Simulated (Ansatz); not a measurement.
The first iterations of a band of ClH5Si2 + H2 (10 atoms, charge 0, multiplicity 1).

All numbers below come from Ansatz 0.2.0, RKS PBE0-D4/def2-SVP.

```json
{
 "movable images": "5",
 "climbing image": "yes",
 "spring": "5.0 eV/Å²",
 "optimiser": "quadratic models (default)",
 "start path": "through a guess of the saddle point",
 "force threshold": "0.03 eV/Å",
 "iteration limit": "60",
 "end points": "relaxed"
}
```

Image 0:

```xyz
10
Properties=species:S:1:pos:R:3
Si -1.154 -0.635 -0.182
Cl -0.580 -0.540 -2.183
H -1.927 -1.897 0.016
H -2.046 0.528 0.103
Si 0.794 -0.598 1.117
H 0.518 2.127 -1.657
H 0.767 2.795 -1.392
H 0.437 -0.651 2.569
H 1.635 -1.784 0.771
H 1.557 0.655 0.838
```

Image 6:

```xyz
10
Properties=species:S:1:pos:R:3
Si -1.058 0.444 0.189
Cl 0.839 -0.506 -2.826
H -1.809 -0.588 -0.588
H -1.973 1.024 1.221
Si 0.824 -0.476 1.244
H 0.146 0.568 -2.969
H -0.657 1.550 -0.737
H 0.381 -1.459 2.281
H 1.711 -1.168 0.263
H 1.595 0.612 1.921
```

| iteration | highest image above the first end (eV) | largest band force component (eV/Å) |
| --- | --- | --- |
| 1 | 2.433 | 2.972 |
| 2 | 1.750 | 1.040 |
| 3 | 1.541 | 1.806 |
| 4 | 1.518 | 1.100 |
| 5 | 2.015 | 1.281 |
| 6 | 2.377 | 1.158 |
| 7 | 2.257 | 1.549 |
| 8 | 2.234 | 0.529 |
| 9 | 2.224 | 0.161 |
| 10 | 2.217 | 0.246 |
| 11 | 2.210 | 0.243 |
| 12 | 2.205 | 0.142 |
| 13 | 2.195 | 0.122 |
| 14 | 2.187 | 0.078 |

Problem. Does the band converge within its limit, and where does its top end?

Solution. The run converged. It ended after 42 iterations with the highest image 2.066 eV above the first end. A structure lower than the last end lies on the path between it and the top, so the climb from that side starts below the end, which may itself be a saddle point or a shallow side well. Neighbouring images differ by up to 1.5 eV, so the band resolves the path poorly. A vibrational analysis at the climbing image gives one clearly imaginary mode, 812i cm⁻¹: a first-order saddle point. The orbitals stay closed-shell, which can raise the energy where a bond breaks towards radicals; this wasn't checked here.

Run time: 2.1 min on 2 threads of AMD EPYC 9R45 96-Core Processor (Zen 5), on a shared host, peak memory 0.21 GiB.
